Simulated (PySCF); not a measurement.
3-hydroxypropionitrile, C3H5NO.
Structure used (PBE0-D3(BJ)/def2-SVP), in Å, numbered top down from 1:
```
atom  x, y, z in Å
N1    -1.7009    1.8322    0.3167
C2    -1.3288    0.7549    0.1140
C3    -0.7654   -0.5655   -0.1363
C4     0.7450   -0.4793   -0.3898
O5     1.4368    0.0777    0.6812
H6    -0.9601   -1.1999    0.7428
H7    -1.2795   -1.0198   -0.9987
H8     0.9211    0.0660   -1.3374
H9     1.1282   -1.5019   -0.5281
H10    1.1743    1.0018    0.7697
```

The closed-shell ground state was solved at several levels (PySCF, density fitting, gas phase, non-relativistic).

```json
{"level": "PBE0/pcSseg-1", "basis functions": "110", "total energy (Eh)": "-246.9669", "HOMO (eV)": "-8.48", "LUMO (eV)": "0.36", "gap (eV)": "8.84", "dipole (D)": "3.16"}
{"level": "B3LYP/pcJ-1", "basis functions": "185", "total energy (Eh)": "-247.2929", "HOMO (eV)": "-8.19", "LUMO (eV)": "0.09", "gap (eV)": "8.28", "dipole (D)": "3.12"}
{"level": "PBE0/def2-SVPD", "basis functions": "143", "total energy (Eh)": "-246.8268", "HOMO (eV)": "-8.62", "LUMO (eV)": "0.09", "gap (eV)": "8.71", "dipole (D)": "3.24"}
```

(1) Estimate the row for KT2/pcSseg-2, a basis of 250 functions; the other rows only guide the guess.

(2) Over all these levels, which gives the widest orbital gap and which the narrowest?

(3) How far do the dipole and the HOMO energy spread over the levels?

Answers

(1) Total energy -251.4005 Eh, HOMO -7.10 eV, LUMO -0.86 eV, gap 6.24 eV, dipole 3.18 D.

(2) PBE0/pcSseg-1 (global hybrid, 25 % exact exchange) has the widest, 8.84 eV, and KT2/pcSseg-2 (GGA) the narrowest, 6.24 eV. Functional and basis both differ between the two, so the spread mixes both effects.

(3) The dipole runs from 3.12 to 3.24 D (mean 3.17 D) and the HOMO from -8.62 to -7.10 eV.

One conformer stands for the species.
